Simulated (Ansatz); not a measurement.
We consider In₆S₇ (P2₁/m, No. 11), described by r²SCAN (plane waves, PAW; Ansatz, an electronic-structure program).

Run with plane-wave cutoff 560 eV, 4×10×2 k mesh (along the axes of the cell as run), Fermi–Dirac smearing 0.01 eV, scalar-relativistic PAW data made under PBE.

Cell (relaxed at this level):

```
CELL_PARAMETERS angstrom
      9.16752     0.00000    -0.00455
      0.00000     3.90628     0.00000
     -3.59889     0.00000    17.01157
ATOMIC_POSITIONS crystal
  S  0.83298 0.75000 0.00294
  S  0.16702 0.25000 0.99706
  S  0.16856 0.75000 0.53248
  S  0.83144 0.25000 0.46752
  S  0.44174 0.75000 0.91020
  S  0.55826 0.25000 0.08980
  S  0.46286 0.75000 0.41061
  S  0.53714 0.25000 0.58939
  In 0.35573 0.75000 0.04692
  In 0.64427 0.25000 0.95308
  In 0.67301 0.75000 0.53096
  In 0.32699 0.25000 0.46904
  In 0.18285 0.75000 0.81249
  In 0.81715 0.25000 0.18751
  In 0.52832 0.75000 0.72308
  In 0.47168 0.25000 0.27692
  S  0.76184 0.75000 0.27149
  S  0.23816 0.25000 0.72851
  S  0.24883 0.75000 0.17596
  S  0.75117 0.25000 0.82404
  S  0.88361 0.75000 0.65149
  S  0.11639 0.25000 0.34851
  In 0.92895 0.75000 0.87620
  In 0.07105 0.25000 0.12380
  In 0.97623 0.75000 0.39644
  In 0.02377 0.25000 0.60356
```

### Question
Predict the band gap and Γ–Γ gap.

### Answer

* **band gap**: 0.46 eV (on the SCF k mesh)
* **Γ–Γ gap**: 0.91 eV

Measured, for comparison: band gap 0.75 eV (temperature not stated, no zero-point or thermal correction, from temperature-dependent dark current, crystal; as tabulated in Qasrawi and Gasanly (2006), doi:10.1088/0953-8984/18/19/014).

Note: the relaxation could not lower the start's symmetry, so the cell can be a saddle point above a distorted one.

Spin–orbit coupling is not included.

The result took roughly 70 core-minutes.
